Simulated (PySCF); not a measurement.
**From one method to the next for AlF**

Starting from one script, swap the method and compare what comes out for AlF.

The runs use PySCF 2.14.0; each script names its method and basis.

1 further run of the same task is left out (it didn't finish).

## (1) The starting structure

AlF: 2 atoms, charge 0, spin multiplicity 1.

Bond lengths: Al1–F2 1.629 Å.

## (2) Base script

Input file input.py:

```python
from pyscf import gto, dft
from pyscf.prop.polarizability import uhf as pol

mol = gto.M(
    atom='Al 0 0 0; F 0 0 1.629',
    basis='minao',
    charge=0,
    spin=0,
    verbose=3,
)
mf = dft.UKS(mol, xc='r2scan')
mf.kernel()
print('polarizability (a.u.)')
print(pol.Polarizability(mf).polarizability().round(4))
mf.dip_moment()
print('orbital energies (hartree):', [e[max(0, n-3):n+3].round(4) for e, n in zip(mf.mo_energy, mol.nelec)])
```

Started as:

```bash
> OMP_NUM_THREADS=1 python input.py
```

## (3) B3pw91

Run 1 changes functional: r2scan → b3pw91.

input.py, as its differences from that of step 2:

```diff
@@ -10,3 +10,3 @@
 )
-mf = dft.UKS(mol, xc='r2scan')
+mf = dft.UKS(mol, xc='b3pw91')
 mf.kernel()
```

## (4) Stability test

Run 2 changes step after the SCF: polarizability → stability.

input.py, as its differences from that of step 2:

```diff
@@ -1,3 +1,2 @@
 from pyscf import gto, dft
-from pyscf.prop.polarizability import uhf as pol
 
@@ -12,4 +11,3 @@
 mf.kernel()
-print('polarizability (a.u.)')
-print(pol.Polarizability(mf).polarizability().round(4))
+mf.stability(internal=True, external=True)
 mf.dip_moment()
```

## (5) RKS

Run 3 changes SCF type: UKS → RKS.

Input file input.py:

```python
from pyscf import gto, dft
from pyscf.prop.polarizability import rhf as pol

mol = gto.M(
    atom='Al 0 0 0; F 0 0 1.629',
    basis='minao',
    charge=0,
    spin=0,
    verbose=3,
)
mf = dft.RKS(mol, xc='r2scan')
mf.kernel()
print('polarizability (a.u.)')
print(pol.Polarizability(mf).polarizability().round(4))
mf.dip_moment()
print('orbital energies (hartree):', mf.mo_energy[..., max(0, mol.nelec[1]-3):mol.nelec[0]+3].round(4))
```

## (6) Pbesol

Run 4 changes functional: r2scan → pbesol.

input.py, as its differences from that of step 2:

```diff
@@ -10,3 +10,3 @@
 )
-mf = dft.UKS(mol, xc='r2scan')
+mf = dft.UKS(mol, xc='pbesol')
 mf.kernel()
```

What does the calculation give? Wanted: for each run, E(SCF); from base; gap; SCF dipole; after the SCF.

The runs gave:

```
           run  E(SCF) (hartree)  from base (eV)  gap (eV)  SCF dipole (D)      after the SCF
          base       -342.219278               0      4.26            0.24  mean α 28.1 bohr³
        b3pw91       -342.215979  not comparable      5.37            0.34  mean α 28.1 bohr³
stability test       -342.219278          0.0000      4.26            0.24             stable
           RKS       -342.219278          0.0000      4.26            0.24  mean α 28.1 bohr³
        pbesol       -341.278443  not comparable      3.89            0.19  mean α 28.1 bohr³
```

**Reading.** No change of the SCF energy comes from RKS. The gap between the frontier levels is 3.9 eV with pbesol (0 % exact exchange) and 5.4 eV with b3pw91 (20 %): exact exchange opens it. A lower total energy from another functional means nothing by itself.
